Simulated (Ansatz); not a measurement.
# AlH3O (SMILES [OH][AlH2]): functionals against CCSD(T) at one geometry

One table from this session's results is given with a row withheld; the runs are named, their logs left out.

Method: single points in def2-TZVPP; program: Ansatz 0.2.0, Gaussian basis.

Correlated methods freeze the cores.

## Where the work starts

SMILES `[OH][AlH2]`, 5 atoms, charge 0, spin multiplicity 1.

Atoms are counted from 1 here; the program's logs count them from 0.

Bond lengths: O1–Al2 1.567 Å, O1–H3 0.991 Å, Al2–H4 1.165 Å. Angles: Al2–O1–H3 159.6°, O1–Al2–H4 138.1°.

As a file:

```xyz
5
AlH3O
O     0.4977   -0.7345    0.5772
Al   -0.3763    0.2656   -0.2545
H     1.1006   -1.4941    0.7807
H    -1.0956    0.2351   -1.1710
H     0.0006    1.8116    0.1041
```

The first run:

File run/in.yaml:

```yaml
crystal:
  periodic: [false, false, false]
  atoms:
    - {symbol: O, position_ang: [0.497700, -0.734500, 0.577200]}
    - {symbol: Al, position_ang: [-0.376300, 0.265600, -0.254500]}
    - {symbol: H, position_ang: [1.100600, -1.494100, 0.780700]}
    - {symbol: H, position_ang: [-1.095600, 0.235100, -1.171000]}
    - {symbol: H, position_ang: [0.000600, 1.811600, 0.104100]}
basis:
  gaussian: {orbitals: def2-TZVPP}
correlation: {method: ccsd_t}
output: {forces: true}
```

The command line of these runs was not kept.

Steps of the session up to this table: CCSD(T)/def2-TZVPP; PBE0-D4/def2-TZVPP; wB97M-V/def2-TZVPP; r2SCAN-D4/def2-TZVPP; PBE-D4/def2-TZVPP; r2SCANh-D4/def2-TZVPP; BHLYP-D4/def2-TZVPP.

One table of the session follows, with a row left open; its other results are not shown here.

```
    method  RMS force component (eV/Å)  angle to CCSD(T) forces (°)  dipole (D)
   CCSD(T)                       5.136                    reference        2.52
   PBE0-D4                       5.076                          0.8        2.46
   wB97M-V                       5.030                          0.4        2.53
 r2SCAN-D4                       5.074                          0.8        2.51
    PBE-D4                           ?                            ?           ?
r2SCANh-D4                       5.092                          0.9        2.52
  BHLYP-D4                       5.116                          2.0        2.52
```

Estimate the missing values for PBE-D4.

**Answer.** RMS force component (eV/Å): 4.996; angle to CCSD(T) forces (°): 1.8; dipole (D): 2.43. In the column «RMS force component (eV/Å)» it is the lowest.
